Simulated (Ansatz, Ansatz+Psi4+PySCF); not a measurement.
```yaml
atoms:
  - { symbol: C, position_ang: [0.0000, 0.0000, 1.4588] }
  - { symbol: C, position_ang: [0.0000, 0.0000, 0.1196] }
  - { symbol: H, position_ang: [0.0000, 0.9243, 2.0284] }
  - { symbol: H, position_ang: [0.0000, -0.9243, 2.0284] }
  - { symbol: C, position_ang: [0.0000, 1.2727, -0.6788] }
  - { symbol: H, position_ang: [0.0000, 2.1530, -0.0316] }
  - { symbol: H, position_ang: [0.8802, 1.3235, -1.3296] }
  - { symbol: H, position_ang: [-0.8802, 1.3235, -1.3296] }
  - { symbol: C, position_ang: [0.0000, -1.2727, -0.6788] }
  - { symbol: H, position_ang: [0.0000, -2.1530, -0.0316] }
  - { symbol: H, position_ang: [-0.8802, -1.3235, -1.3296] }
  - { symbol: H, position_ang: [0.8802, -1.3235, -1.3296] }
```

Basis set: cc-pVTZ (spherical functions). Correlated methods keep 4 orbitals frozen. Charge 0, multiplicity 1.

Computed with Ansatz (development build ahead of 0.2.0); free ground-state atoms in the same class of orbitals, no zero-point energy, no relativity.

The atomization energy of singlet C₄H₈ from measured heats of formation, zero-point and thermal terms removed is 50.233 eV (G2/97 set, Curtiss et al., J. Chem. Phys. 106, 1063 (1997), as shipped with ASE); it holds spin-orbit and other relativistic effects.

How far do RHF-MP2, RHF miss it in this basis?

```tsv
method	atomization energy (eV)	computed − measured (eV)
RHF-MP2	49.576	-0.657
RHF	38.713	-11.520
```
